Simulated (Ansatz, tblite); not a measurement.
Removing an electron: [BFH3]- (BH₃F⁻). Charge -1, multiplicity 1. Geometry: PBE0-D4/def2-TZVPD. Ansatz, gas phase; energy differences of separate SCF runs; the oxidised species was run as a doublet alone.

| atom | x (Å) | y (Å) | z (Å) |
| --- | --- | --- | --- |
| B1 | -0.016 | 0.019 | 0.028 |
| F2 | 0.593 | -0.733 | -1.059 |
| H3 | 0.607 | 1.083 | 0.207 |
| H4 | 0.016 | -0.652 | 1.076 |
| H5 | -1.201 | 0.282 | -0.251 |

The xTB rows come from tblite. Correlated methods freeze 2 core orbitals. In CCSD on the charge 0 doublet the largest single amplitude is 0.15, so its Hartree–Fock determinant may place the open shell otherwise than the density functionals do.

```tsv
level	−HOMO (eV)	vertical IE (eV)	−LUMO (eV)	HOMO–LUMO gap (eV)
GFN1-xTB	4.40	8.39	-5.00	9.40
GFN2-xTB	4.38	7.82	-11.46	15.83
HF/def2-TZVPPD	–	3.83	–	–
r2SCAN-D4/def2-TZVPD	0.48	3.94	-4.66	5.14
PBE0-D4/def2-TZVPD	1.58	4.12	-4.20	5.79
MP2/def2-TZVPPD	–	4.49	–	–
CCSD/def2-TZVPPD	–	4.47	–	–
CCSD(T)/def2-TZVPPD	–	4.44	–	–
```

Run but left out: PBE-D4/def2-TZVPD (neutral doublet: an occupied level 0.10 eV above an empty one).  Raw xTB energy differences between charge states are shifted by several eV; the methods need an empirical correction for them.
